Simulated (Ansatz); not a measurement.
[Br···H···S], triplet: the ladder up to UCCSDT(Q)

Geometry: a point of a hydrogen-transfer path between rigid fragments, not a stationary point.

| atom | x (Å) | y (Å) | z (Å) |
| --- | --- | --- | --- |
| Br | 0.0000 | 0.0000 | -1.8270 |
| H | 0.0000 | 0.0000 | 0.0520 |
| S | 0.0000 | 0.0000 | 1.7750 |

Basis cc-pVDZ; Ansatz 0.2.0. Only valence electrons are correlated (noble-gas cores and the filled d shells of p-block atoms frozen), which leaves 14 electrons in 31 orbitals. Prefix R: restricted or restricted open-shell reference; prefix U: unrestricted. No spin–orbit coupling is included, and no scalar relativity.

Full CI isn't at hand for all of this; UCCSDT(Q) serves as the reference, and is uncertain by about the last step of the cluster series.

Unrestricted rows (U) aren't spin-pure: their determinants' ⟨S²⟩ exceeds S(S+1) by up to 0.13, so they mix in states of higher spin.

```
UHF ⟨S²⟩                          : 2.131
T1 diagnostic (RCCSD)             : 0.0255
largest doubles amplitude (RCCSD) : 0.114
T1 diagnostic (UCCSD)             : 0.0213
```

Task: From what is known of these methods and the diagnostics, rank them by the size of their error in total energy against UCCSDT(Q) in cc-pVDZ, smallest first (an estimate: the text doesn't fix the numbers).
A. UHF
B. UCCSDT
C. UCCSD
D. UMP2
E. UCCSD(T)

Result: B (13 meV), E (41 meV), C (180 meV), D (1236 meV), A (7045 meV).

All errors are against UCCSDT(Q) in cc-pVDZ. Within each family the higher level lies nearer, as is usual though not guaranteed.
